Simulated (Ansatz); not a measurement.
# C₂H₂O+ (doublet): energies up the ladder

The task, for C₂H₂O+ (doublet): energies up the ladder. Charge +1. Spin multiplicity 2.

Computed with Ansatz 0.2.0 (the levels named in each step, unless a step's input says otherwise).

**1. Starting point**

Bond lengths: C1–C2 1.289 Å, C2–O3 1.162 Å, C1–H4 1.072 Å, C1–H5 1.072 Å. Angles: C1–C2–O3 179.9°, C2–C1–H4 121.1°, C2–C1–H5 121.2°, H4–C1–H5 117.7°.

Coordinates:

```xyz
5

C    -1.2661    0.0458   -0.1373
C     0.0143    0.0003    0.0018
O     1.1686   -0.0427    0.1265
H    -1.7828    0.9826   -0.2054
H    -1.8512   -0.8506   -0.1883
```

**2. A rough first relaxation, PBE-D4/def2-SVP**

The input, input.yaml:

```yaml
crystal:
  periodic: [false, false, false]
  atoms:
    - { symbol: C, position_ang: [-1.26606, 0.04581, -0.13733] }
    - { symbol: C, position_ang: [0.01428, 0.00035, 0.00181] }
    - { symbol: O, position_ang: [1.16865, -0.04272, 0.12651] }
    - { symbol: H, position_ang: [-1.78276, 0.98262, -0.2054] }
    - { symbol: H, position_ang: [-1.85122, -0.8506, -0.18829] }
magnetization:
  spin_polarized: true
  initial_magnetization: 1
total_charge: 1
basis:
  gaussian: { orbitals: def2-SVP }
hamiltonian:
  xc: pbe
  dispersion: d4
relax:
  f_tol: 0.03
  max_steps: 200
```

Launch:

```bash
ansatz run input.yaml --threads 2 --pin off --max-ram 5120MiB --backend cpu --events-out ev --progress --plain --runs-dir out
```

The runs that follow: Relaxation, PBE0-D4/def2-TZVPP; Frequencies, PBE0-D4/def2-TZVPP; Single point, PBE-D4/def2-TZVPP; Single point, r2SCAN-D4/def2-TZVPP; Single point, B3LYP-D4/def2-TZVPP; Single point, wB97M-V/def2-TZVPP; Single point, B2PLYP/def2-TZVPP; Single point, LDA/def2-TZVPP; Single point, PBE0-D4/def2-SVP; Single point, PBE-D4/def2-SVP; Single point, CCSD(T)/def2-TZVPP; Single point, CCSD(T)/def2-QZVPP.

**Question.** What will these runs give? Wanted: C1–C2 at PBE0-D4/def2-TZVPP; C2–O3 at PBE0-D4/def2-TZVPP; frequencies at PBE0-D4/def2-TZVPP; energy at CCSD(T)/CBS.

The runs gave:

| quantity | value |
| --- | --- |
| C1–C2 at PBE0-D4/def2-TZVPP | 1.376 Å |
| C2–O3 at PBE0-D4/def2-TZVPP | 1.120 Å |
| frequencies at PBE0-D4/def2-TZVPP | 415 to 3239 cm⁻¹ |
| energy at CCSD(T)/CBS | -4138.226 eV |

What this shows: No mode is imaginary, so the geometry is a minimum. These totals serve in differences with atoms or fragments at the same level; alone they don't rank the methods.
